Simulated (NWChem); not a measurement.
Species: silicon monoxide (SiO, singlet); SMILES O=[Si]

```xyz
2

Si     0.0000     0.0000     0.5487
O      0.0000     0.0000    -0.9601
```
Atoms are numbered in this order, from 1.

Low-valent species are run as closed-shell singlets; no triplet was tried in these runs. Coordinates come from a PBE0-D3(BJ)/def2-TZVP optimisation.

### Question
List the 4 lowest vertical singlet excitations and the 4 lowest triplet ones from CAM-B3LYP/6-31+G* (spherical d), full TDDFT (NWChem).

### Answer
```csv
state,energy (eV),oscillator strength,leading excitation (squared amplitude)
S1,5.53,0.000,HOMO−2 → LUMO+1 (0.44)
S2,5.61,0.075,HOMO → LUMO (0.96)
S3,5.61,0.075,HOMO → LUMO+1 (0.96)
S4,5.81,0.000,HOMO−2 → LUMO (0.46)
T1,4.06,spin-forbidden,HOMO → LUMO (0.95)
T2,4.06,spin-forbidden,HOMO → LUMO+1 (0.95)
T3,4.45,spin-forbidden,HOMO−2 → LUMO (0.43)
T4,4.93,spin-forbidden,HOMO−2 → LUMO+1 (0.46)
```
